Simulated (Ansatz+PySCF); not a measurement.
Results of a calculation; reference values are marked as such.
Input for PySCF 2.14.0:

```python
from pyscf import gto, scf

mol = gto.M(atom="""
O 0.000000 0.000000 -0.117170
H 0.000000 0.000000 0.937370
""", basis='def2-svp', charge=0, spin=1)
mf = scf.UHF(mol)
mf.init_guess = '1e'
mf.kernel()
while True:  # follow internal instabilities
    mo, _, stable, _ = mf.stability(return_status=True)
    if stable: break
    mf.kernel(mf.make_rdm1(mo, mf.mo_occ))
print(mf.converged, mf.e_tot, mf.spin_square()[0])
```

The script is written out from the run's settings.

Output:

```json
{
  "Converged": "yes",
  "Total energy": "-75.31706 hartree",
  "Spin squared of the determinant": "0.756"
}
```
